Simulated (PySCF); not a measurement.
A structure optimised at ωB97X-D3(BJ)/def2-TZVP, used in a PySCF frequency run:

```xyz
7

C      0.0000     0.0000    -1.2416
C      0.0000     0.0000     0.2209
C      0.0000     0.0000     1.4192
H      0.8854     0.5112    -1.6253
H     -0.8854     0.5112    -1.6253
H      0.0000    -1.0224    -1.6253
H      0.0000     0.0000     2.4846
```
Charge 0, spin multiplicity 1.

Task: Write its SMILES, formula and point group.

Result: C#CC, C3H4, C3v

Task: What are its rotational constants (standard atomic weights)?

Result: 159.88, 8.5741, 8.5741 GHz
